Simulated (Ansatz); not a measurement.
This geometry of BClH2 + FH (6 atoms, charge 0, multiplicity 1) is a first-order saddle point.

Computed with Ansatz 0.2.0, RKS BHLYP-D4/def2-SVP.

```xyz
6
Properties=species:S:1:pos:R:3
B 0.111 0.232 0.027
H 0.071 -0.274 1.245
Cl 1.650 -0.126 -0.763
H -0.916 0.049 -0.542
F 0.117 1.686 0.688
H 0.088 0.776 1.371
```

(1) Which two structures does it join? (They come from a converged band through this point; their orientation in space is the band's.)

(2) How far does it lie above each of them?

Results:

(1) Bonds broken: B1–H2, F5–H6. Bonds formed: B1–F5, H2–H6. BClH2 + FH becomes BClFH + H2.

Initial state:

```xyz
6
Properties=species:S:1:pos:R:3
B -0.059 -0.278 0.034
H -0.202 -0.959 0.998
Cl 1.599 -0.015 -0.540
H -0.946 0.066 -0.680
F -0.067 1.653 1.221
H 0.795 1.877 0.992
```

Final state:

```xyz
6
Properties=species:S:1:pos:R:3
B 0.061 0.642 -0.602
H 0.323 -0.404 2.234
Cl 1.547 -0.120 -1.102
H -0.984 0.082 -0.720
F 0.109 1.845 -0.103
H 0.064 0.298 2.318
```

(2) 0.87 eV above the first and 2.16 eV above the second. This is the barrier of this one path; another mechanism may lie lower. The orbitals stay closed-shell, which can raise the energy where a bond breaks towards radicals; this wasn't checked here.

The run took 6.3 min on 1 thread of Arm Neoverse V1, on a shared host, peak memory 0.11 GiB.
